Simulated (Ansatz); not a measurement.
# C2H8N2: basis-set convergence

The task here is to estimate one member of a computed series from the others.

Program: Ansatz 0.2.0, Gaussian basis. Level of theory: one geometry, several basis sets. These are calculated values, not measurements.

Plan: PBE0-D4/def2-SVP; ωB97M-V/def2-SVP; PBE0-D4/def2-QZVPP; ωB97M-V/def2-QZVPP; the functionals' def2-TZVPP values are taken from earlier runs.

## The relaxed structure

All runs share one geometry, relaxed beforehand with PBE0-D4 in a triple-zeta def2 set.

12 atoms, charge 0, spin multiplicity 1.

Atoms are counted from 1 here; the program's logs count them from 0.

Bond lengths: N1–C2 1.455 Å, N1–H5 1.013 Å, N1–H6 1.012 Å, C2–C3 1.521 Å, C2–H7 1.095 Å, C2–H8 1.104 Å, C3–N4 1.452 Å, C3–H9 1.094 Å, C3–H10 1.095 Å, N4–H11 1.012 Å, N4–H12 1.013 Å. Angles: C2–N1–H5 110.3°, C2–N1–H6 110.8°, H5–N1–H6 106.5°, N1–C2–C3 110.8°, N1–C2–H7 108.2°, N1–C2–H8 113.5°, C3–C2–H7 108.6°, C3–C2–H8 108.9°, H7–C2–H8 106.7°, C2–C3–N4 115.9°, C2–C3–H9 108.6°, C2–C3–H10 108.8°, N4–C3–H9 107.7°, N4–C3–H10 108.4°, H9–C3–H10 107.0°, C3–N4–H11 110.9°, C3–N4–H12 111.4°, H11–N4–H12 108.0°.

The first run:

The input, in.yaml:

```yaml
crystal:
  periodic: [false, false, false]
  atoms:
    - {symbol: N, position_ang: [-0.746746, 1.124625, -0.713740]}
    - {symbol: C, position_ang: [-0.306226, 0.593100, 0.566636]}
    - {symbol: C, position_ang: [0.888007, -0.331631, 0.386667]}
    - {symbol: N, position_ang: [0.669862, -1.493642, -0.455649]}
    - {symbol: H, position_ang: [-1.198178, 0.400008, -1.258134]}
    - {symbol: H, position_ang: [-1.432899, 1.856181, -0.582739]}
    - {symbol: H, position_ang: [-0.003981, 1.433801, 1.199532]}
    - {symbol: H, position_ang: [-1.097196, 0.051916, 1.114302]}
    - {symbol: H, position_ang: [1.712424, 0.242330, -0.046227]}
    - {symbol: H, position_ang: [1.219979, -0.676267, 1.371736]}
    - {symbol: H, position_ang: [0.493941, -1.217491, -1.412993]}
    - {symbol: H, position_ang: [-0.122088, -2.038127, -0.135492]}
basis:
  gaussian: {orbitals: def2-SVP}
hamiltonian: {xc: pbe0, dispersion: d4}
output: {orbitals: {seedname: orbitals}}
```

Launch:

```
> ansatz run in.yaml --threads 4 --pin off --events-out ev --progress --plain --max-ram 10444MiB
```

Steps of the session up to this table: PBE0-D4 in def2-SVP; ωB97M-V in def2-SVP; PBE0-D4 in def2-QZVPP; ωB97M-V in def2-QZVPP.

One table of the session follows, with a row left open; its other results are not shown here.

It belongs to the step «Functionals by basis». 

```
functional       basis  HOMO (eV)  LUMO (eV)
   PBE0-D4    def2-SVP      -6.36       1.57
   PBE0-D4  def2-TZVPP      -6.65       0.84
   PBE0-D4  def2-QZVPP      -6.72       0.46
   ωB97M-V    def2-SVP      -8.77       3.22
   ωB97M-V  def2-TZVPP      -9.06       2.25
   ωB97M-V  def2-QZVPP          ?          ?
```

Estimate the missing values for ωB97M-V, def2-QZVPP.

As computed: HOMO (eV): -9.12; LUMO (eV): 1.66. In the column «HOMO (eV)» it is the lowest.
